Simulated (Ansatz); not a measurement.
# Si₂F (doublet): wave-function methods side by side, def2-QZVPP

Aim: climb from Hartree-Fock through coupled cluster for Si₂F (doublet) at one geometry and basis, and see what each rung misses.

Computed with Ansatz 0.2.0, Gaussian basis. Level: def2-QZVPP, core rule «outside noble gas», up to 11 orbitals frozen.

Plan: UHF; ROHF; CCSD(T) on UHF.

### Step 1. The system

The geometry is a PBE0/def2-TZVP stationary point (not a proven minimum) of the parent state, kept for this charge and spin.

3 atoms, charge 0, spin multiplicity 2.

Atoms are counted from 1 here; the program's logs count them from 0.

Bond lengths: F1–Si2 1.608 Å, Si2–Si3 2.332 Å. Angles: F1–Si2–Si3 112.2°.

In the tables R marks a restricted open-shell determinant and U an unrestricted one; energies count from the table's Hartree-Fock row.

### Step 2. UHF

Contents of in.yaml:

```yaml
crystal:
  periodic: [false, false, false]
  atoms:
    - {symbol: F, position_ang: [0.000000, -0.606197, 1.621189]}
    - {symbol: Si, position_ang: [0.000000, 0.594494, 0.550881]}
    - {symbol: Si, position_ang: [0.000000, -0.184433, -1.647532]}
basis:
  gaussian: {orbitals: "def2-QZVPP.json"}
magnetization: {spin_polarized: true, initial_magnetization: 1}
hamiltonian: {xc: hf}
output: {orbitals: {seedname: orbitals}}
```

On the command line:

```console
> ansatz run in.yaml --threads 1 --pin off --events-out ev --progress --plain --max-ram 2393MiB
```

Standard output (excerpt; [...] marks lines left out):

```text
Functional definition: HF
  name "HF"
  cite "Fock, Z. Phys. 61, 126 (1930) doi:10.1007/BF01340294"
  parent pbe
[...]
1080 factors; their error is unknown
[...]
mean field -18431.38135167 eV, -677.3407714350 hartree, gradient 3.9e-6 eV, S^2 1.829340; 14 other end points of the search recorded, 0 dependent functions left out
reference -18431.38135167 eV, -677.3407714350 hartree; 19, 18 occupied and 178, 179 virtual orbitals, 1080 factors
Total energy: -18431.38135167 eV, -677.3407714350 hartree
```

It took 2.1 min on 1 thread of Arm Neoverse V1, shared host; peak memory 0.56 GiB.

From the report: ⟨S²⟩ of the determinant 1.829 (pure doublet: 0.75). The determinant of HF (⟨S²⟩ 1.83) is far from a pure spin state, so its energy mixes those of several spin states; that is harmless only where they are near-degenerate.

### Step 3. ROHF

Changes to in.yaml since step 2:

```diff
@@ -8,3 +8,3 @@
   gaussian: {orbitals: "def2-QZVPP.json"}
-magnetization: {spin_polarized: true, initial_magnetization: 1}
+magnetization: {spin_polarized: false, initial_magnetization: 1}
 hamiltonian: {xc: hf}
```

Launched as before.

Standard output:

```text
Functional definition: HF
  name "HF"
  cite "Fock, Z. Phys. 61, 126 (1930) doi:10.1007/BF01340294"
  parent pbe
  exchange = exact_x
  correlation = 0
1080 factors; their error is unknown
mean field evaluation 1: about -18428.4519 eV, gradient 2.7e1 eV
mean field evaluation 2: about -18429.4447 eV, gradient 2.1e1 eV
mean field evaluation 4: about -18430.1500 eV, gradient 9.5e-1 eV
mean field evaluation 8: about -18430.2477 eV, gradient 3.2e-1 eV
mean field evaluation 16: about -18430.3321 eV, gradient 2.5e-5 eV
mean field evaluation 32: about -18430.7391 eV, gradient 1.5e0 eV
mean field evaluation 64: about -18430.5927 eV, gradient 8.7e-1 eV
mean field evaluation 96: about -18428.3264 eV, gradient 2.1e0 eV
mean field evaluation 128: about -18430.1952 eV, gradient 5.3e-1 eV
mean field evaluation 160: about -18430.3321 eV, gradient 8.9e-6 eV
mean field -18430.76175011 eV, -677.3180014976 hartree, gradient 1.2e-6 eV, S^2 0.750000; 6 other end points of the search recorded, 0 dependent functions left out
reference -18430.76175011 eV, -677.3180014976 hartree; 19, 18 occupied and 178, 179 virtual orbitals, 1080 factors
Total energy: -18430.76175011 eV, -677.3180014976 hartree
```

Wall time 42 s (1 thread of Arm Neoverse V1, shared host); peak memory 0.55 GiB.

### Step 4. CCSD(T) on UHF

Changes to in.yaml since step 3:

```diff
@@ -8,4 +8,3 @@
   gaussian: {orbitals: "def2-QZVPP.json"}
-magnetization: {spin_polarized: false, initial_magnetization: 1}
-hamiltonian: {xc: hf}
-output: {orbitals: {seedname: orbitals}}
+magnetization: {spin_polarized: true, initial_magnetization: 1}
+correlation: {method: ccsd_t, electrons: outside_noble_gas}
```

On the command line:

```console
> ansatz run in.yaml --threads 4 --pin off --events-out ev --progress --plain --max-ram 9574MiB
```

Standard output (excerpt; [...] marks lines left out):

```text
Functional definition: HF
  name "HF"
  cite "Fock, Z. Phys. 61, 126 (1930) doi:10.1007/BF01340294"
  parent pbe
[...]
1192 factors; integrals over basis functions are off by at most 1.1e-3 eV
[...]
mean field -18431.38176210 eV, -677.3407865178 hartree, gradient 4.3e-6 eV, S^2 1.829340; 32 other end points of the search recorded, 0 dependent functions left out
determinant -18431.38176210 eV, -677.3407865178 hartree, with singles and doubles -18444.06247985 eV, -677.8067942998 hartree
determinant -18431.34160045 eV, -677.3393106044 hartree, with singles and doubles -18444.13839990 eV, -677.8095843102 hartree
determinant -18431.14871194 eV, -677.3322220826 hartree, with singles and doubles -18444.10226272 eV, -677.8082562934 hartree
determinant -18431.02178107 eV, -677.3275574591 hartree, with singles and doubles -18443.83446989 eV, -677.7984150886 hartree
[...]
determinant -18430.85520438 eV, -677.3214358787 hartree, with singles and doubles -18443.76890887 eV, -677.7960057653 hartree
determinant -18430.76576669 eV, -677.3181491042 hartree, with singles and doubles -18443.51840738 eV, -677.7868000056 hartree
determinant -18430.66741653 eV, -677.3145348025 hartree, with singles and doubles -18443.52002467 eV, -677.7868594396 hartree
determinant -18430.59631600 eV, -677.3119219063 hartree, with singles and doubles -18443.82512022 eV, -677.7980714944 hartree
11 core orbitals not correlated: weight in the atoms' cores, before any rotation towards them, 1.000 or more for the frozen orbitals, at most 0.000 for the correlated occupied ones
reference -18431.34160045 eV, -677.3393106044 hartree; 8, 7 occupied and 178, 179 virtual orbitals, 1192 factors
second order -11.89566252 eV of doubles, -0.00000000 eV of singles
cycle   1  -12.64741549 eV  change   -1.1e-6 eV  update   5.5e-6
perturbative correction -0.57021183 eV, -0.0209548983 hartree
Total energy: -18444.55922777 eV, -677.8250494492 hartree
```

It took 17 min on 4 threads of Arm Neoverse V1, shared host; peak memory 5.6 GiB.

From the report: ⟨S²⟩ of the determinant 1.717 (pure doublet: 0.75); correlation -13.2176 eV; T1 0.054; largest double amplitude 0.06. The determinant of CCSD(T) (⟨S²⟩ 1.72) is far from a pure spin state, so its energy mixes those of several spin states; high orders of coupled cluster remove much of that, low ones don't.

### Step 5. All levels against the top one

No level here is safe as a reference; UCCSD(T) serves as a yardstick only. Rows without a time are mean-field rows or come out of runs for another level: lower rungs of the coupled-cluster runs, or the Hartree-Fock search.

Differences are taken before rounding.

```tsv
method	energy from the lowest ROHF (kJ/mol)	from UCCSD(T) (kJ/mol)	time
ROHF	0.0	+1331.3	
UHF	-59.8	+1271.5	2.1 min
UMP2	-1203.7	+127.6	
UCCSD	-1276.2	+55.0	
UCCSD(T)	-1331.3	0	17 min
```

### Step 6. What came out

```
                    quantity          value
UCCSD(T) from the ROHF energy    -13.7975 eV
          UMP2 from UCCSD(T)  +127.6 kJ/mol
```

In words: Coupled cluster took another determinant than the lowest Hartree-Fock one. Warnings: spin contamination; coupled cluster took another determinant than the lowest.
